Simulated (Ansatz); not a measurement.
The same path of AlH₄N (6 atoms, charge 0, multiplicity 1) was run twice with different band settings. Lost on the way: Al1–H5. Made: N2–H5.

All numbers below come from RKS PBE-D4/def2-SVP in Ansatz 0.2.0.

Relaxed end points:

```xyz
6
Properties=species:S:1:pos:R:3
Al 0.566 0.031 0.063
N 0.967 -0.035 1.801
H 0.288 -0.136 2.560
H 1.911 0.020 2.190
H 1.778 0.195 -0.964
H -0.975 -0.075 -0.343
```

```xyz
6
Properties=species:S:1:pos:R:3
Al -0.011 -0.037 -0.698
N 1.291 -0.079 1.140
H 0.925 -0.767 1.816
H 1.253 0.832 1.623
H 2.283 -0.302 0.983
H -1.206 0.354 0.442
```

Common settings: movable images 9; climbing image yes; spring 5.0 eV/Å²; optimiser quadratic models (default); start path through a guess of the saddle point; iteration limit 60; end points relaxed.

| run | force threshold |
| --- | --- |
| 1 | 0.03 eV/Å |
| 2 | 0.2 eV/Å |

Q: What does each run give, and how far can it be trusted?

A: Run 1: converged after 15 iterations, highest image 2.670 eV above the first end. A vibrational analysis at the climbing image gives one clearly imaginary mode, 1287i cm⁻¹: a first-order saddle point.
Run 2: converged after 12 iterations, highest image 2.675 eV above the first end. The threshold of 0.2 eV/Å is loose, so the images may lie well off the minimum-energy path. The order of the point at the top wasn't checked.
The orbitals stay closed-shell, which can raise the energy where a bond breaks towards radicals; this wasn't checked here.
